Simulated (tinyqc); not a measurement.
Worked calculation (part 2 of 2): ROHF in the sto-3g basis, for H2O+, spin multiplicity 2. Computed by tinyqc, a small Python program that keeps every step (integrals from PySCF). Command: `OMP_NUM_THREADS=1 python tinyqc.py 22038 22039 out.jsonl` (the two numbers bound the seeds that draw the settings). One thread of a shared host (Intel(R) Xeon(R) Processor @ 2.60GHz), about 0.1 s of CPU time with the checks.

Geometry (angstrom):
```
atom         x          y         z
O     0.000000   0.000000  0.000000
H     0.000000   0.796000  0.539000
H     0.000000  -0.796000  0.539000
```

## Iteration 2: building the Fock matrix

D(alpha) after iteration 1, order 1O 1s, 1O 2s, 1O 2px, 1O 2py, 1O 2pz, 2H 1s, 3H 1s:
```
[[1.048957, -0.198722, 0.000000, 0.000000, 0.040863, -0.031918, -0.031918],
 [-0.198722, 0.843783, 0.000000, 0.000000, -0.210271, 0.081435, 0.081435],
 [0.000000, 0.000000, 1.000000, 0.000000, 0.000000, 0.000000, 0.000000],
 [0.000000, 0.000000, 0.000000, 0.546480, 0.000000, 0.231836, -0.231836],
 [0.040863, -0.210271, 0.000000, 0.000000, 0.840151, 0.135542, 0.135542],
 [-0.031918, 0.081435, 0.000000, 0.231836, 0.135542, 0.137162, -0.059544],
 [-0.031918, 0.081435, 0.000000, -0.231836, 0.135542, -0.059544, 0.137162]]
```

D(beta) after iteration 1, order 1O 1s, 1O 2s, 1O 2px, 1O 2py, 1O 2pz, 2H 1s, 3H 1s:
```
[[1.048957, -0.198722, 0.000000, 0.000000, 0.040863, -0.031918, -0.031918],
 [-0.198722, 0.843783, 0.000000, 0.000000, -0.210271, 0.081435, 0.081435],
 [0.000000, 0.000000, 0.000000, 0.000000, 0.000000, 0.000000, 0.000000],
 [0.000000, 0.000000, 0.000000, 0.546480, 0.000000, 0.231836, -0.231836],
 [0.040863, -0.210271, 0.000000, 0.000000, 0.840151, 0.135542, 0.135542],
 [-0.031918, 0.081435, 0.000000, 0.231836, 0.135542, 0.137162, -0.059544],
 [-0.031918, 0.081435, 0.000000, -0.231836, 0.135542, -0.059544, 0.137162]]
```

core Hamiltonian H = T + V (hartree), order 1O 1s, 1O 2s, 1O 2px, 1O 2py, 1O 2pz, 2H 1s, 3H 1s:
```
[[-32.716193, -7.611687, 0.000000, 0.000000, -0.017259, -1.732187, -1.732187],
 [-7.611687, -9.330524, 0.000000, 0.000000, -0.203314, -3.708479, -3.708479],
 [0.000000, 0.000000, -7.454146, 0.000000, 0.000000, 0.000000, 0.000000],
 [0.000000, 0.000000, 0.000000, -7.623906, 0.000000, -2.114829, 2.114829],
 [-0.017259, -0.203314, 0.000000, 0.000000, -7.531983, -1.493905, -1.493905],
 [-1.732187, -3.708479, 0.000000, -2.114829, -1.493905, -5.044295, -1.452540],
 [-1.732187, -3.708479, 0.000000, 2.114829, -1.493905, -1.452540, -5.044295]]
```

nuclear repulsion = 9.13990351 hartree

Given earlier and not repeated: Two-electron integrals (ij|kl) in chemists' order.

J_ij = sum D_kl (ij|kl) with D = D(alpha) + D(beta), K_ij = sum D_kl (ik|jl) for each spin; F = H + J - K(s); E = tr D H + tr D J / 2 - 0.5 sum_s tr D(s) K(s) + E_nn.

Coulomb J (hartree), order 1O 1s, 1O 2s, 1O 2px, 1O 2py, 1O 2pz, 2H 1s, 3H 1s:
```
[[16.628256, 3.103941, 0.000000, 0.000000, -0.006195, 0.706096, 0.706096],
 [3.103941, 7.582581, 0.000000, 0.000000, 0.015337, 2.994286, 2.994286],
 [0.000000, 0.000000, 7.512232, 0.000000, 0.000000, 0.000000, 0.000000],
 [0.000000, 0.000000, 0.000000, 7.601595, 0.000000, 1.883638, -1.883638],
 [-0.006195, 0.015337, 0.000000, 0.000000, 7.610664, 1.285823, 1.285823],
 [0.706096, 2.994286, 0.000000, 1.883638, 1.285823, 4.618325, 1.176434],
 [0.706096, 2.994286, 0.000000, -1.883638, 1.285823, 1.176434, 4.618325]]
```

exchange K(alpha) (hartree), order 1O 1s, 1O 2s, 1O 2px, 1O 2py, 1O 2pz, 2H 1s, 3H 1s:
```
[[4.889665, 0.840503, 0.000000, 0.000000, 0.002027, 0.199100, 0.199100],
 [0.840503, 1.341071, 0.000000, 0.000000, -0.039023, 0.577077, 0.577077],
 [0.000000, 0.000000, 1.142196, 0.000000, 0.000000, 0.000000, 0.000000],
 [0.000000, 0.000000, 0.000000, 1.002560, 0.000000, 0.349206, -0.349206],
 [0.002027, -0.039023, 0.000000, 0.000000, 1.100407, 0.234989, 0.234989],
 [0.199100, 0.577077, 0.000000, 0.349206, 0.234989, 0.558229, 0.197176],
 [0.199100, 0.577077, 0.000000, -0.349206, 0.234989, 0.197176, 0.558229]]
```

exchange K(beta) (hartree), order 1O 1s, 1O 2s, 1O 2px, 1O 2py, 1O 2pz, 2H 1s, 3H 1s:
```
[[4.865188, 0.802694, 0.000000, 0.000000, 0.002027, 0.189211, 0.189211],
 [0.802694, 1.160553, 0.000000, 0.000000, -0.039023, 0.520081, 0.520081],
 [0.000000, 0.000000, 0.262037, 0.000000, 0.000000, 0.000000, 0.000000],
 [0.000000, 0.000000, 0.000000, 0.955116, 0.000000, 0.340110, -0.340110],
 [0.002027, -0.039023, 0.000000, 0.000000, 1.052962, 0.228829, 0.228829],
 [0.189211, 0.520081, 0.000000, 0.340110, 0.228829, 0.535108, 0.179216],
 [0.189211, 0.520081, 0.000000, -0.340110, 0.228829, 0.179216, 0.535108]]
```

F(alpha) (hartree), order 1O 1s, 1O 2s, 1O 2px, 1O 2py, 1O 2pz, 2H 1s, 3H 1s:
```
[[-20.977602, -5.348249, 0.000000, 0.000000, -0.025480, -1.225191, -1.225191],
 [-5.348249, -3.089014, 0.000000, 0.000000, -0.148954, -1.291270, -1.291270],
 [0.000000, 0.000000, -1.084110, 0.000000, 0.000000, 0.000000, 0.000000],
 [0.000000, 0.000000, 0.000000, -1.024871, 0.000000, -0.580397, 0.580397],
 [-0.025480, -0.148954, 0.000000, 0.000000, -1.021726, -0.443071, -0.443071],
 [-1.225191, -1.291270, 0.000000, -0.580397, -0.443071, -0.984200, -0.473282],
 [-1.225191, -1.291270, 0.000000, 0.580397, -0.443071, -0.473282, -0.984200]]
```

F(beta) (hartree), order 1O 1s, 1O 2s, 1O 2px, 1O 2py, 1O 2pz, 2H 1s, 3H 1s:
```
[[-20.953125, -5.310441, 0.000000, 0.000000, -0.025480, -1.215301, -1.215301],
 [-5.310441, -2.908496, 0.000000, 0.000000, -0.148954, -1.234274, -1.234274],
 [0.000000, 0.000000, -0.203951, 0.000000, 0.000000, 0.000000, 0.000000],
 [0.000000, 0.000000, 0.000000, -0.977427, 0.000000, -0.571301, 0.571301],
 [-0.025480, -0.148954, 0.000000, 0.000000, -0.974282, -0.436912, -0.436912],
 [-1.215301, -1.234274, 0.000000, -0.571301, -0.436912, -0.961079, -0.455322],
 [-1.215301, -1.234274, 0.000000, 0.571301, -0.436912, -0.455322, -0.961079]]
```

total energy of this density = -74.64240617 hartree

## Iteration 2: Roothaan effective Fock matrix

overlap S, order 1O 1s, 1O 2s, 1O 2px, 1O 2py, 1O 2pz, 2H 1s, 3H 1s:
```
[[1.000000, 0.236704, 0.000000, 0.000000, 0.000000, 0.053452, 0.053452],
 [0.236704, 1.000000, 0.000000, 0.000000, 0.000000, 0.472106, 0.472106],
 [0.000000, 0.000000, 1.000000, 0.000000, 0.000000, 0.000000, 0.000000],
 [0.000000, 0.000000, 0.000000, 1.000000, 0.000000, 0.324600, -0.324600],
 [0.000000, 0.000000, 0.000000, 0.000000, 1.000000, 0.219798, 0.219798],
 [0.053452, 0.472106, 0.000000, 0.324600, 0.219798, 1.000000, 0.224711],
 [0.053452, 0.472106, 0.000000, -0.324600, 0.219798, 0.224711, 1.000000]]
```

With projectors Pc = D(beta) S, Po = (D(alpha) - D(beta)) S, Pv = 1 - D(alpha) S, the block xy is Px^T F Py; with Fc = (F(alpha) + F(beta))/2, the blocks are Fc for cc, oo, vv and cv, F(beta) for co and F(alpha) for ov.

effective F (hartree), order 1O 1s, 1O 2s, 1O 2px, 1O 2py, 1O 2pz, 2H 1s, 3H 1s:
```
[[-20.965364, -5.329345, 0.000000, 0.000000, -0.025480, -1.220246, -1.220246],
 [-5.329345, -2.998755, 0.000000, 0.000000, -0.148954, -1.262772, -1.262772],
 [0.000000, 0.000000, -0.644030, 0.000000, 0.000000, 0.000000, 0.000000],
 [0.000000, 0.000000, 0.000000, -1.001149, 0.000000, -0.575849, 0.575849],
 [-0.025480, -0.148954, 0.000000, 0.000000, -0.998004, -0.439992, -0.439992],
 [-1.220246, -1.262772, 0.000000, -0.575849, -0.439992, -0.972639, -0.464302],
 [-1.220246, -1.262772, 0.000000, 0.575849, -0.439992, -0.464302, -0.972639]]
```

## Iteration 2: diagonalisation and new density

X, order 1O 1s, 1O 2s, 1O 2px, 1O 2py, 1O 2pz, 2H 1s, 3H 1s:
```
[[-0.309368, 0.000000, 0.759574, 0.000000, -0.610720, 0.000000, 0.158153],
 [1.192014, 0.000000, -0.274989, 0.000000, -0.277230, 0.000000, 0.433345],
 [0.000000, 0.000000, 0.000000, 1.000000, 0.000000, 0.000000, 0.000000],
 [0.000000, 0.958278, 0.000000, 0.000000, 0.000000, 0.674513, 0.000000],
 [0.502808, 0.000000, 0.646574, 0.000000, 0.662547, 0.000000, 0.182417],
 [-0.747667, -0.863453, -0.158945, 0.000000, 0.128138, 0.374294, 0.374062],
 [-0.747667, 0.863453, -0.158945, 0.000000, 0.128138, -0.374294, 0.374062]]
```

Diagonalise F' = X^T F X, C = X C', fill 5 alpha and 4 beta electrons from the bottom; D(s) = C_occ C_occ^T. Each column has its largest component positive (the first on a tie).

F' = X^T F X (hartree):
```
[[-0.332011, 0.000000, 1.587015, 0.000000, -1.236168, 0.000000, 0.050997],
 [0.000000, 0.228559, 0.000000, 0.000000, 0.000000, -0.060868, 0.000000],
 [1.587015, 0.000000, -10.008972, 0.000000, 8.929282, 0.000000, -4.056505],
 [0.000000, 0.000000, 0.000000, -0.644030, 0.000000, 0.000000, 0.000000],
 [-1.236168, 0.000000, 8.929282, 0.000000, -9.852686, 0.000000, 4.126968],
 [0.000000, -0.060868, 0.000000, 0.000000, 0.000000, -1.179452, 0.000000],
 [0.050997, 0.000000, -4.056505, 0.000000, 4.126968, 0.000000, -3.505980]]
```

orbital energies (hartree): [-20.973763, -1.806893, -1.182079, -1.010961, -0.644030, 0.091967, 0.231186]

coefficients C, order 1O 1s, 1O 2s, 1O 2px, 1O 2py, 1O 2pz, 2H 1s, 3H 1s:
```
[[0.994304, -0.237690, 0.000000, 0.084731, 0.000000, -0.135411, 0.000000],
 [0.025765, 0.870930, 0.000000, -0.410644, 0.000000, 0.912879, 0.000000],
 [0.000000, 0.000000, 0.000000, 0.000000, 1.000000, 0.000000, 0.000000],
 [0.000000, 0.000000, 0.715196, 0.000000, 0.000000, 0.000000, 0.928310],
 [0.003873, 0.166115, 0.000000, 0.879802, 0.000000, 0.584345, 0.000000],
 [-0.005780, 0.124843, 0.336724, 0.161645, 0.000000, -0.835980, -0.878785],
 [-0.005780, 0.124843, -0.336724, 0.161645, 0.000000, -0.835980, 0.878785]]
```

D(alpha) after iteration 2, order 1O 1s, 1O 2s, 1O 2px, 1O 2py, 1O 2pz, 2H 1s, 3H 1s:
```
[[1.052317, -0.216187, 0.000000, 0.000000, 0.038914, -0.021724, -0.021724],
 [-0.216187, 0.927811, 0.000000, 0.000000, -0.216511, 0.042202, 0.042202],
 [0.000000, 0.000000, 1.000000, 0.000000, 0.000000, 0.000000, 0.000000],
 [0.000000, 0.000000, 0.000000, 0.511506, 0.000000, 0.240824, -0.240824],
 [0.038914, -0.216511, 0.000000, 0.000000, 0.801660, 0.162931, 0.162931],
 [-0.021724, 0.042202, 0.000000, 0.240824, 0.162931, 0.155131, -0.071635],
 [-0.021724, 0.042202, 0.000000, -0.240824, 0.162931, -0.071635, 0.155131]]
```

D(beta) after iteration 2, order 1O 1s, 1O 2s, 1O 2px, 1O 2py, 1O 2pz, 2H 1s, 3H 1s:
```
[[1.052317, -0.216187, 0.000000, 0.000000, 0.038914, -0.021724, -0.021724],
 [-0.216187, 0.927811, 0.000000, 0.000000, -0.216511, 0.042202, 0.042202],
 [0.000000, 0.000000, 0.000000, 0.000000, 0.000000, 0.000000, 0.000000],
 [0.000000, 0.000000, 0.000000, 0.511506, 0.000000, 0.240824, -0.240824],
 [0.038914, -0.216511, 0.000000, 0.000000, 0.801660, 0.162931, 0.162931],
 [-0.021724, 0.042202, 0.000000, 0.240824, 0.162931, 0.155131, -0.071635],
 [-0.021724, 0.042202, 0.000000, -0.240824, 0.162931, -0.071635, 0.155131]]
```

## Iteration 12 (converged): orbitals

converged F (hartree), order 1O 1s, 1O 2s, 1O 2px, 1O 2py, 1O 2pz, 2H 1s, 3H 1s:
```
[[-20.996812, -5.332848, 0.000000, 0.000000, -0.024753, -1.221395, -1.221395],
 [-5.332848, -3.027225, 0.000000, 0.000000, -0.146379, -1.259948, -1.259948],
 [0.000000, 0.000000, -0.663377, 0.000000, 0.000000, 0.000000, 0.000000],
 [0.000000, 0.000000, 0.000000, -1.002153, 0.000000, -0.577005, 0.577005],
 [-0.024753, -0.146379, 0.000000, 0.000000, -0.996768, -0.449078, -0.449078],
 [-1.221395, -1.259948, 0.000000, -0.577005, -0.449078, -0.972004, -0.458708],
 [-1.221395, -1.259948, 0.000000, 0.577005, -0.449078, -0.458708, -0.972004]]
```

As before.

F' = X^T F X (hartree):
```
[[-0.360219, 0.000000, 1.615431, 0.000000, -1.221023, 0.000000, 0.035693],
 [0.000000, 0.224070, 0.000000, 0.000000, 0.000000, -0.057794, 0.000000],
 [1.615431, 0.000000, -10.022392, 0.000000, 8.941285, 0.000000, -4.063152],
 [0.000000, 0.000000, 0.000000, -0.663377, 0.000000, 0.000000, 0.000000],
 [-1.221023, 0.000000, 8.941285, 0.000000, -9.871704, 0.000000, 4.131135],
 [0.000000, -0.057794, 0.000000, 0.000000, 0.000000, -1.182466, 0.000000],
 [0.035693, 0.000000, -4.063152, 0.000000, 4.131135, 0.000000, -3.511281]]
```

orbital energies (hartree): [-21.005021, -1.827749, -1.184837, -1.022633, -0.663377, 0.089808, 0.226441]

coefficients C, order 1O 1s, 1O 2s, 1O 2px, 1O 2py, 1O 2pz, 2H 1s, 3H 1s:
```
[[0.994369, -0.240359, 0.000000, 0.084514, 0.000000, -0.130259, 0.000000],
 [0.025469, 0.888200, 0.000000, -0.419357, 0.000000, 0.892049, 0.000000],
 [0.000000, 0.000000, 0.000000, 0.000000, 1.000000, 0.000000, 0.000000],
 [0.000000, 0.000000, 0.713222, 0.000000, 0.000000, 0.000000, 0.929827],
 [0.003786, 0.162028, 0.000000, 0.868501, 0.000000, 0.602127, 0.000000],
 [-0.005688, 0.111723, 0.338590, 0.182246, 0.000000, -0.833596, -0.878068],
 [-0.005688, 0.111723, -0.338590, 0.182246, 0.000000, -0.833596, 0.878068]]
```

D(alpha) after iteration 12, order 1O 1s, 1O 2s, 1O 2px, 1O 2py, 1O 2pz, 2H 1s, 3H 1s:
```
[[1.053686, -0.223603, 0.000000, 0.000000, 0.038220, -0.017107, -0.017107],
 [-0.223603, 0.965408, 0.000000, 0.000000, -0.220202, 0.022662, 0.022662],
 [0.000000, 0.000000, 1.000000, 0.000000, 0.000000, 0.000000, 0.000000],
 [0.000000, 0.000000, 0.000000, 0.508686, 0.000000, 0.241490, -0.241490],
 [0.038220, -0.220202, 0.000000, 0.000000, 0.780562, 0.176362, 0.176362],
 [-0.017107, 0.022662, 0.000000, 0.241490, 0.176362, 0.160372, -0.068915],
 [-0.017107, 0.022662, 0.000000, -0.241490, 0.176362, -0.068915, 0.160372]]
```

D(beta) after iteration 12, order 1O 1s, 1O 2s, 1O 2px, 1O 2py, 1O 2pz, 2H 1s, 3H 1s:
```
[[1.053686, -0.223603, 0.000000, 0.000000, 0.038220, -0.017107, -0.017107],
 [-0.223603, 0.965408, 0.000000, 0.000000, -0.220202, 0.022662, 0.022662],
 [0.000000, 0.000000, 0.000000, 0.000000, 0.000000, 0.000000, 0.000000],
 [0.000000, 0.000000, 0.000000, 0.508686, 0.000000, 0.241490, -0.241490],
 [0.038220, -0.220202, 0.000000, 0.000000, 0.780562, 0.176362, 0.176362],
 [-0.017107, 0.022662, 0.000000, 0.241490, 0.176362, 0.160372, -0.068915],
 [-0.017107, 0.022662, 0.000000, -0.241490, 0.176362, -0.068915, 0.160372]]
```

## Convergence

Stop when the energy changes by less than 1e-09 hartree and every element of the error matrix X^T (F D S - S D F) X is below 9e-06.

Course of the cycle:
```
iteration   E (hartree)     change  largest element of the error matrix
1          -74.47577093          -                             7.46e-01
2          -74.64240617  -1.67e-01                             1.22e-01
3          -74.65545274  -1.30e-02                             3.60e-02
4          -74.65654133  -1.09e-03                             1.13e-02
5          -74.65665563  -1.14e-04                             3.75e-03
6          -74.65667032  -1.47e-05                             1.31e-03
7          -74.65667245  -2.13e-06                             4.80e-04
8          -74.65667278  -3.27e-07                             1.81e-04
9          -74.65667283  -5.14e-08                             7.07e-05
10         -74.65667284  -8.13e-09                             2.82e-05
11         -74.65667284  -1.29e-09                             1.12e-05
12         -74.65667284  -2.05e-10                             4.48e-06
```

PySCF ROHF in the same basis = -74.65667284 hartree

Converged in 12 iterations.

## Populations, bond orders and dipole

Mulliken: Z minus the diagonal of D S on the atom; Loewdin: the same with S^(1/2) D S^(1/2); Mayer order: 2 sum_s sum (D(s) S)_ij (D(s) S)_ji over the two atoms.

Charges (e):
```
atom  Mulliken   Loewdin  Mulliken spin
1O    0.087286  0.299510       1.000000
2H    0.456357  0.350245       0.000000
3H    0.456357  0.350245       0.000000
```

Mayer bond orders:
```
pair     order
2-1   0.776004
3-1   0.776004
3-2   0.015734
```

dipole moment about the origin, x y z (debye): [0.000000, 0.000000, 2.849636]
